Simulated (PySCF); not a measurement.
**Orbital picture of ClF**

r²SCANh at R = 1.731 Å; Cl STO-3G, F STO-3G; no relativity (PySCF 2.14). State: ¹Σ⁺ (singlet), closed shell. Only the outer orbitals are listed, counted within each symmetry.

| orbital | occ. | ε (eV) | on Cl (%) | main shells (%) |
| --- | --- | --- | --- | --- |
| 5σ | 2 | -30.89 | 10 | 89 F s |
| 6σ | 2 | -20.01 | 88 | 88 Cl s, 8 F s |
| 7σ | 2 | -10.99 | 53 | 48 Cl p, 44 F p |
| 2π | 2 | -8.78 | 57 | 57 Cl p, 43 F p |
| 2π | 2 | -8.78 | 57 | 57 Cl p, 43 F p |
| 3π | 2 | -5.85 | 43 | 57 F p, 43 Cl p |
| 3π | 2 | -5.85 | 43 | 57 F p, 43 Cl p |
| 8σ | 0 | -0.73 | 50 | 50 F p, 48 Cl p |

Which are the highest filled and the lowest empty level, where do they sit, and how wide is the gap?

Highest filled 3π at -5.85 eV (in %: 57 F p, 43 Cl p); lowest empty 8σ at -0.73 eV (in %: 50 F p, 48 Cl p); the gap at r²SCANh is 5.12 eV.

```json
{"bond order (Mayer)": "1.00", "⟨S²⟩": "0.000", "charge on Cl (Mulliken, basis-dependent)": "-0.01", "charge on Cl (Löwdin, basis-dependent)": "-0.01", "dipole moment (positive dipole means Cl(−)F(+))": "0.54 D"}
```

STO-3G is very small, so such numbers show the basis as much as the molecule.
